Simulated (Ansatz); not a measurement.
## How far each method lies from full CI for SiF⁺, singlet

Geometry: a point of a stretch scan, not a stationary point.

```
atom   x (Å)   y (Å)   z (Å)
  Si  0.0000  0.0000  0.0000
   F  0.0000  0.0000  2.5150
```

Basis 6-31G; Ansatz 0.2.0. Only valence electrons are correlated (noble-gas cores frozen), which leaves 10 electrons in 16 orbitals. Prefix R: restricted or restricted open-shell reference; prefix U: unrestricted. Active spaces: pair = (2e, 2o) about the gap; valence = (10e, 8o) chosen from the atoms' valence shells.

Full CI is exact within this basis and frozen core; it isn't the basis-set limit. The frozen core follows each run's orbitals, which can shift R against U totals by a few meV.

Unrestricted rows (U) aren't spin-pure: their determinants' ⟨S²⟩ exceeds S(S+1) by up to 0.99, so they mix in states of higher spin. HF rows: RHF is the determinant under the cluster runs, UHF is the lowest solution found. Coupled cluster chose its determinant by a search with trial CCSD, here up to 0.08 eV above the lowest Hartree–Fock solution of its kind, and MP2 stands on that determinant too.

RHF is unstable: UHF (⟨S²⟩ = 0.99) lies 1.63 eV below the lowest RHF solution. Higher spins weren't run at this geometry and may lie near or lower.

```
UHF ⟨S²⟩                            : 0.989
⟨S²⟩ of the determinant under UCCSD : 0.844
T1 diagnostic (RCCSD)               : 0.0542
largest doubles amplitude (RCCSD)   : 0.275
```

```
    level  E − E(RHF) (eV)
      UHF          -1.6275
     RMP2          -5.3394
     UMP2          -4.5043
   RCCSD*          -5.6516
    UCCSD          -5.8372
RCCSD(T)*          -5.9350
 UCCSD(T)          -6.0391
```

**Question.** Estimate how far full CI in 6-31G lies from RCCSD(T). The table doesn't fix it; the size of (T) and the diagnostics are the guide.

**Answer.** Full CI in 6-31G lies 18.0 kJ/mol below RCCSD(T), which is 66 % of the (T) step (-27.3 kJ/mol). T1 is raised, a doubles amplitude is large, RHF is unstable towards spin polarisation, and the rest is a large part of (T). The miss exceeds 1 kcal/mol.

The other levels:

```tsv
level	E − E(full CI) (kJ/mol)	share of correlation (%)	wall time
CISD	85.9	85.45	0.24 s
BCCD(T)*	20.2	96.57	0.36 s
RCCSDT*	8.6	98.54	–
UCCSDT	0.3	99.95	–
CISDTQ	6.3	98.93	1.9 s
RCCSDT(Q)*	-26.5	104.48	0.72 s
UCCSDT(Q)	-16.7	102.83	4.8 s
RCCSDTQ*	-0.4	100.06	14 s
UCCSDTQ	-0.4	100.06	77 s
CASSCF (valence space)	263.5	55.40	–
NEVPT2 (valence space)	49.4	91.64	1.1 s
MRCISD (valence space)	10.6	98.21	–
MRCISD+Q (valence space)	3.1	99.47	1.7 s
```

An asterisk marks runs whose energy the program itself flagged as in doubt.

The correlation energy at full CI, counted from RHF, is -6.122 eV. That run took 39 s on 1 thread of Arm Neoverse V2, shared host over 4,777,056 determinants.

Run but not shown, since their state, orbitals or frozen core can't be matched to the reference's or they repeat it: CASSCF (pair space), NEVPT2 (pair space), MRCISD (pair space), MRCISD+Q (pair space).

Times hold each run's SCF and search for its determinant on a shared host, so for small cases they say little of a method's own cost; they ran on 1 thread of Arm Neoverse V2.

More than 5 meV below full CI, which no variational method can be: RCCSDT(Q), UCCSDT(Q).

The full-CI state has the irrep A1 of C2v, in the program's axes (one component, if the state is degenerate).

Natural occupations of full CI about the gap: 1.991 1.925 1.918 1.918 1.789 0.212 0.099 0.099 0.012 0.012; effectively unpaired electrons, Σ n²(2−n)², 0.43.
